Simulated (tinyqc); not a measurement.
Inside a calculation. Method: Born-Oppenheimer dynamics on the UHF/sto-3g surface (energies and gradients from PySCF), for LiH, spin multiplicity 3. Computed by tinyqc, a small Python program that keeps every step (integrals from PySCF). Settings: charge = 0, multiplicity = 3, basis = sto-3g, time step (fs) = 1.0, steps = 16. Command: `OMP_NUM_THREADS=1 python tinyqc.py 21628 21629 out.jsonl` (the two numbers bound the seeds that draw the settings). One thread of a shared host (Intel(R) Xeon(R) Processor @ 2.60GHz), about 1 s of CPU time with the checks.

positions (bohr):
```
            x         y         z
1Li  0.000000  0.000000  0.000000
2H   0.000000  0.000000  2.934745
```

The total energy should stay constant up to terms of order dt^2; the step counts as short enough if it moves by less than 2 % of the largest kinetic energy.

Trajectory:

| time (fs) | 1Li-2H (angstrom) | potential (hartree) | kinetic (hartree) | total (hartree) |
|---|---|---|---|---|
| 0.000000 | 1.553000 | -7.76384488 | 0.00059598 | -7.76324890 |
| 1.000000 | 1.573705 | -7.76502915 | 0.00176107 | -7.76326809 |
| 2.000000 | 1.610909 | -7.76693063 | 0.00363661 | -7.76329401 |
| 3.000000 | 1.662372 | -7.76913608 | 0.00581993 | -7.76331615 |
| 4.000000 | 1.725428 | -7.77127235 | 0.00794367 | -7.76332868 |
| 5.000000 | 1.797393 | -7.77309859 | 0.00976728 | -7.76333131 |
| 6.000000 | 1.875867 | -7.77451910 | 0.01119215 | -7.76332695 |
| 7.000000 | 1.958889 | -7.77554685 | 0.01222772 | -7.76331913 |
| 8.000000 | 2.044979 | -7.77625445 | 0.01294385 | -7.76331060 |
| 9.000000 | 2.133104 | -7.77673402 | 0.01343100 | -7.76330302 |
| 10.000000 | 2.222608 | -7.77707228 | 0.01377519 | -7.76329709 |
| 11.000000 | 2.313129 | -7.77733892 | 0.01404598 | -7.76329294 |
| 12.000000 | 2.404507 | -7.77758352 | 0.01429313 | -7.76329038 |
| 13.000000 | 2.496718 | -7.77783710 | 0.01454799 | -7.76328911 |
| 14.000000 | 2.589814 | -7.77811546 | 0.01482665 | -7.76328880 |
| 15.000000 | 2.683873 | -7.77842290 | 0.01513374 | -7.76328916 |
| 16.000000 | 2.778971 | -7.77875573 | 0.01546581 | -7.76328991 |

Is the time step short enough?

Yes. The total energy moves within 8.2e-05 hartree, under 2 % of the largest kinetic energy.
